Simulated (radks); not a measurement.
**C⁴⁺ in 1s1 2p1: an all-electron calculation**

Aim: the levels, the sizes of the orbitals and the parts of the energy of the carbon ion C4+.

Method: non-relativistic Kohn-Sham, r2SCAN, spin-unpolarised, spherical densities, point nucleus. Code: radks (a radial shooting solver on a logarithmic mesh, Libxc functionals) version 1.

## 1. The atom as given

```
element       : carbon (Z = 6)
charge        : +4
electrons     : 2
configuration : 1s1 2p1
```

The outer shells:

C⁴⁺
```
1s [↑ ]
2p [↑ ][  ][  ]
```

## 2. Self-consistent calculation

Settings of this run:

```text
Z 6
configuration 1s1 2p1
relativity non-relativistic
functional r2scan,r2scan
spin unpolarised
nucleus point
```

Launch:

```sh
$ python run_ks.py task.json out
```

All runs below come from this command, one after another.

**Question.** What will this run give?

**Answer**, as computed:

```
                        quantity                 value
                    total energy     -20.69239 hartree
exchange-correlation share of it                8.91 %
                            −T/E                0.9978
          highest occupied level        2p, -73.864 eV
    most extended occupied level  2p, <r> = 0.998 bohr
 radius at density 0.001 e/bohr³             2.17 bohr
    maxima of the radial density                     1
```

**Reading.** 2 principal shells are occupied and 1 maxima appear in the radial density; where shells overlap, one shows as a shoulder or not at all. The ratio −T/E is 0.9978; for a non-relativistic Coulomb system it is 1 up to the kinetic part of correlation. This is not the tabulated ground configuration, so its levels and sizes aren't those of the ground state, and no measured value stands beside it.
